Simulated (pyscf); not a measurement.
Optimised with ωB97X-D3(BJ)/def2-SVP in PySCF.

### Question
Estimate the classical barrier height and the reaction energy of H₃C–N(CH₃)–SiH₃ + H• → SiH₃• + H₃C–NH–CH₃ at ωB97M-D3(BJ)/def2-TZVP. The step runs on the doublet surface, breaks N–Si and forms H–N; take the separated reactants as zero.

### Answer
ΔE‡ = 15.1 kcal/mol, ΔE = -6.0 kcal/mol. Zero-point energy shifts the barrier by +2.0 kcal/mol. It is a substitution at N, with an imaginary mode of 2144i cm⁻¹. On the product side the descent ends in a complex, 7.9 kcal/mol under the separated species and 29.7 kcal/mol under the saddle at ωB97X-D3(BJ)/def2-TZVP. At ωB97X-D3(BJ)/def2-TZVP the barrier from the zero used here is 18.0 kcal/mol. The same reactants have a lower exit, to H₃C–N(CH₃)–SiH₂• + H₂ (barrier +3.6 kcal/mol at ωB97M-D3(BJ)/def2-TZVP, against +15.1 kcal/mol here). H₃C–NH–CH₃ lies 7.8 kcal/mol over its isomer H₃C–CH₂–NH₂ (electronic energy, ωB97M-D3(BJ)/def2-TZVP). One saddle was located; it need not be the lowest between these sides. The angle at the attacked N is 120°.
